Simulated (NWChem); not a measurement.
The numbers come from NWChem runs, not from measurements. System: hydrogen sulfide (H2S), charge 0, spin multiplicity 1, at a geometry optimised with PBE0/def2-SVP. Level: MP2/def2-TZVP, 5 core orbitals frozen.

Input file:

```
start mol
memory heap 200 mb stack 800 mb global 1000 mb
geometry units angstroms nocenter noautoz
  S      0.000000     0.000000     0.104000
  H     -0.971478     0.000000    -0.831997
  H      0.971478     0.000000    -0.831997
  symmetry group C2v
end
basis spherical
  * library def2-tzvp
end
scf
  rhf
  nopen 0
  maxiter 100
  thresh 1e-7
  semidirect memsize 60000000 filesize 0
end
mp2
  freeze core 5
end
task mp2 energy
```

Part of the output:

```
             Northwest Computational Chemistry Package (NWChem) 7.3.0
             --------------------------------------------------------

                                NWChem Input Module
                                -------------------

 Scaling coordinates for geometry "geometry" by  1.889725989
 (inverse scale =  0.529177249)

 Turning off AUTOSYM since
 SYMMETRY directive was detected!

                             Geometry "geometry" -> ""
                             -------------------------

 Output coordinates in angstroms (scale by  1.889725989 to convert to a.u.)

  No.       Tag          Charge          X              Y              Z
 ---- ---------------- ---------- -------------- -------------- --------------
    1 S                   16.0000     0.00000000     0.00000000     0.10400000
    2 H                    1.0000    -0.97147800     0.00000000    -0.83199700
    3 H                    1.0000     0.97147800     0.00000000    -0.83199700

 Effective nuclear repulsion energy (a.u.)      12.8249127440

            Nuclear Dipole moment (a.u.)
            ----------------------------
        X                 Y               Z
 ---------------- ---------------- ----------------
     0.0000000000     0.0000000000     0.0000113384

      Symmetry information
      --------------------

 Group name             C2v
 Group number             16
 Group order               4
 No. of unique centers     2

      Symmetry unique atoms

     1    2


 Summary of "ao basis" -> "" (spherical)
 ------------------------------------------------------------------------------
       Tag                 Description            Shells   Functions and Types
 ---------------- ------------------------------  ------  ---------------------
 *                         def2-tzvp                  on all atoms

 Summary of "ao basis" -> "ao basis" (spherical)
 ------------------------------------------------------------------------------
       Tag                 Description            Shells   Functions and Types
 ---------------- ------------------------------  ------  ---------------------
[...]
     1   1 0 0      0.000000      0.000000      0.000000
     1   0 1 0      0.000000      0.000000      0.000000
     1   0 0 1     -0.459867      0.000000      0.000011

     2   2 0 0     -9.092357      0.000000      6.740523
     2   1 1 0     -0.000000      0.000000      0.000000
     2   1 0 1      0.000000      0.000000      0.000000
     2   0 2 0    -12.473554      0.000000      0.000000
     2   0 1 1      0.000000      0.000000      0.000000
     2   0 0 2    -10.080521      0.000000      5.561911

                   NWChem MP2 Semi-direct Energy/Gradient Module
                   ---------------------------------------------

  Basis functions       =     49
  Molecular orbitals    =     49
  Frozen core           =      5
  Frozen virtuals       =      0
  Active alpha occupied =      4
  Active beta occupied  =      4
  Active alpha virtual  =     40
  Active beta virtual   =     40
  Use MO symmetry       = T
  Use skeleton AO sym   = T

  AO/Fock/Back tols     =   1.0D-09  1.0D-09  1.0D-09

 GA uses MA = F    GA memory limited = T

 Available:
  local mem=  1.15D+08
 global mem=  1.31D+08
 local disk=  0.00D+00
  mp2_memr nvloc                    40
  nvloc new                    40
   1 passes of   4:        3145728                      12894                    670572.
   1 passes of   4: M    114684090           G      131067198           F     111538362.

 Semi-direct pass number   1 of   1  for RHF alpha+beta  at        0.3s
  vrange nnbf                  1225
  mp2_eaftype                    10  avail_ma_in_mb                   999
 EAF : mp2_eaftype filesize          10     335286.
  mp2_eaf for mointskh                     10
Node 0 wrote      1.6 Mb in      0.0 s     Agg I/O rate:  1665.1 Mb/s
 Done moints_semi at        0.8s
  mp2_eaftype                    10  avail_ma_in_mb                   989
 EAF : mp2_eaftype filesize          10     335286.
  mp2_eaf for kh                    10
 Done maket at        0.8s
 Done multipass loop at        0.8s

          -------------------------------------------
          SCF energy                -398.706204132660
          Correlation energy          -0.181665766686
          Singlet pairs               -0.124713391491
          Triplet pairs               -0.056952375195
          Total MP2 energy          -398.887869899346
          -------------------------------------------

          ---------------------------------------------------
                    Spin Component Scaled (SCS) MP2
          Same spin pairs                     -0.037968250130
          Same spin scaling factor             0.333333333333
          Opposite spin pairs                 -0.143697516556
          Opposite spin scaling fact.          1.200000000000
          SCS-MP2 correlation energy          -0.185093103244
          Total SCS-MP2 energy              -398.891297235904
          ---------------------------------------------------

 -----------------------
 Performance information
 -----------------------

 Timer overhead =  2.30D-07 seconds/call

               Nr. of calls         CPU time (s)                 Wall time (s)                GFlops
             ---------------    -------------------     ------------------------------   -------------------
Name         Min   Avg   Max    Min     Avg     Max     Min     Avg     Max   Mx/calls   Min     Max     Sum
mp2: moin     1     1     1   0.47    0.47    0.47     0.47    0.47    0.47    0.47      0.0     0.0     0.0
mp2: make     1     1     1   1.76E-2 1.76E-2 1.76E-2  1.76E-2 1.76E-2 1.76E-2 1.76E-2   0.0     0.0     0.0
mp2: tota     1     1     1   0.52    0.52    0.52     0.52    0.52    0.52    0.52      0.0     0.0     0.0

 The average no. of pstat calls per process was 3.00D+00
 with a timing overhead of 6.91D-07s

 Task  times  cpu:        0.8s     wall:        0.8s

 Total times  cpu:        0.8s     wall:        0.8s
```
